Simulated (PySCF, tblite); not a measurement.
**C₄H₇OS radical: geometry, infrared bands and EPR parameters**

Wanted: the infrared bands and EPR parameters of C₄H₇OS radical (`[CH2]/C=C\[S@](C)=O`), by calculation.

Computed with tblite 0.8.0 and PySCF 2.14.0, with density-fitted response routines of our own, on a single molecule in the gas phase. Atoms are numbered from 0 throughout.

## 1. Starting geometry

13 atoms, charge 0, multiplicity 2; geometry from: force field or distance geometry start.

Bonds of the start (Å): C0–C1 1.46, C1–C2 1.34, C2–S3 1.77, S3–C4 1.79, S3–O5 1.51, C0–H6 1.09, C0–H7 1.09, C1–H8 1.10, C2–H9 1.08, C4–H10 1.10, C4–H11 1.11, C4–H12 1.11.

## 2. Optimising the geometry with GFN2-xTB

Job settings and geometry (Å):

```
{"job": {"kind": "relax", "xc": "GFN2-xTB", "basis": "xTB"}, "charge": 0, "multiplicity": 2}
C     -2.305700    -0.472000    -0.278600
C     -1.637700     0.685200     0.319200
C     -0.300100     0.810800     0.317500
S      0.715100    -0.406800    -0.463000
C      2.351300    -0.518000     0.254000
O      0.692500    -0.268100    -1.965600
H     -2.960900    -1.045000     0.380600
H     -2.634900    -0.346300    -1.306900
H     -2.176100     1.492400     0.830800
H      0.145600     1.682300     0.780900
H      2.905200     0.400900     0.002400
H      2.868300    -1.356500    -0.247600
H      2.333000    -0.658300     1.358500
```

Run with:

```
OMP_NUM_THREADS=1 python probes_run.py task.json out
```

One launch serves the whole session: the jobs run in the order shown.

**Question.** This job is followed by: GFN2-xTB harmonic vibrations, gas phase; UKS B3LYP, pcH-1 on C H O S, non-relativistic, mean-field spin-orbit, GIAO. What will the session give for the following? strongest single infrared mode (GFN2-xTB); zero-point energy (GFN2-xTB); g(iso) (B3LYP); ⟨S²⟩; largest a(iso) (averaged by class); potential on the surface of density 0.002 e/bohr³, 1st and 99th percentile.

The runs gave:

```
                                                                  quantity                  value
                                 strongest single infrared mode (GFN2-xTB)  1141 cm⁻¹, 291 km/mol
                                              zero-point energy (GFN2-xTB)          60.8 kcal/mol
                                                            g(iso) (B3LYP)                2.00248
                                                                      ⟨S²⟩     0.775 (exact 0.75)
                                        largest a(iso) (averaged by class)    13C on C2, 63.5 MHz
potential on the surface of density 0.002 e/bohr³, 1st and 99th percentile     -2.09 V and 1.17 V
```

In words: Over 139 steps the energy fell by 1.868 eV; of the close pairs, C0–C1 changed most, 1.464 to 1.364 Å. No mode is imaginary among the 33: a minimum at this level. The strongest single mode, at 1141 cm⁻¹, moves mainly O5 and S3. Unscaled tight-binding wavenumbers are off by several per cent, some by more. Its intensities can rank the bands wrongly. The largest spin populations lie on C2 (0.65 e), C0 (0.63 e). The isotropic g lies 0.2 ppt above the free-electron value. These values are for one conformer; the search (at its own cheap level) found 2 more, at 0.00, 1.03 kcal/mol (those within 0.05 may be mirror or relabelled copies), and measured spectra average over such forms.
